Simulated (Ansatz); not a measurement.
Interaction energy ladder

The pair of HF (SMILES F, atoms 1–2) and Cl2 (SMILES ClCl, atoms 3–4), both closed shells, in one local arrangement (a lower one may exist), relaxed at PBE0-D4/def2-TZVP:

F1  (0.039, 0.257, -1.950)
H2  (0.076, -0.088, -1.092)
Cl3  (-0.279, 0.765, 1.980)
Cl4  (0.164, -0.935, 1.062)
(Å)

Program: Ansatz 0.2.0. Basis: def2-TZVPPD, with def2-QZVPPD for the basis limit. Cores are frozen in the correlated methods. B3LYP uses VWN-RPA correlation. Extrapolation: Hartree–Fock as exp(−7.88 √X), correlation as X^−2.97. Interaction energies count from these two fragments, frozen as in the pair, with the counterpoise correction; negative means bound.

Q: What is the interaction energy by CCSD(T) at an estimated basis limit (MP2 extrapolated from triple and quadruple zeta, plus CCSD(T) − MP2 in triple zeta)? (An estimate is asked for; the value comes from the calculation.)

A: Computed: -7.4 kJ/mol. Hartree–Fock alone gives -0.5 kJ/mol at the basis limit. It counts from the two fragments frozen as in the pair.

The same quantity by other methods in triple zeta, and each one's difference from that estimate:
```tsv
method	E_int (kJ/mol)	difference
PBE-D4	-10.3	-3.0
revPBE-D4	-7.9	-0.5
BLYP-D4	-8.7	-1.3
r2SCAN-D4	-9.1	-1.8
B97M-V	-8.5	-1.1
PBE0-D4	-8.9	-1.6
B3LYP-D4	-8.6	-1.2
HSE06-D4	-9.0	-1.6
wB97X-V	-7.7	-0.4
wB97M-V	-7.7	-0.3
B2PLYP	-6.0	1.4
HF	-0.2	7.2
MP2	-6.1	1.3
CCSD	-4.8	2.6
CCSD(T)	-5.9	1.5
```
Differences are method less estimate.

Q: Which atoms make the shortest contact between the fragments?

A: H2 and Cl4, 2.32 Å apart.

Basis-set superposition shift (counterpoise-corrected less uncorrected): CCSD(T) 2.7; MP2 2.5; HF 0.5; PBE0-D4 0.4; wB97M-V 0.4 kJ/mol.

The T1 diagnostic stays at or below 0.011.

For scale, one of the runs: CCSD(T)/def2-TZVPPD, 159 basis functions, launched by `ansatz run in.yaml --threads 2 --pin off --events-out ev --progress --plain --max-ram 5222MiB`. Hardware: 2 CPU threads of an Arm Neoverse V2, shared host. Wall time 17 s; peak host memory 1.1 GiB.
